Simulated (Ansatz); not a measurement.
```json
{"atom": "C", "x (Å)": "0.0007", "y (Å)": "-0.0447", "z (Å)": "-0.5823"}
{"atom": "N", "x (Å)": "-0.0010", "y (Å)": "-0.0706", "z (Å)": "0.6822"}
{"atom": "H", "x (Å)": "0.0009", "y (Å)": "0.8841", "z (Å)": "1.0585"}
{"atom": "H", "x (Å)": "0.0007", "y (Å)": "-0.9953", "z (Å)": "-1.1387"}
{"atom": "H", "x (Å)": "0.0007", "y (Å)": "0.8721", "z (Å)": "-1.2021"}
```

RHF on singlet CH₃N was run in several spherical basis sets with Ansatz (development build ahead of 0.2.0).

Task: Rank the basis sets by the total energy that they give, lowest first, with the distance from the lowest.
A. def2-TZVP
B. 6-31G(d)
C. cc-pVDZ
D. cc-pVTZ

Result: A (0.00 eV), D (0.06 eV), C (0.83 eV), B (1.16 eV).

Totals follow the description of the cores as much as that of the bonds, so this order isn't one of quality for chemistry.
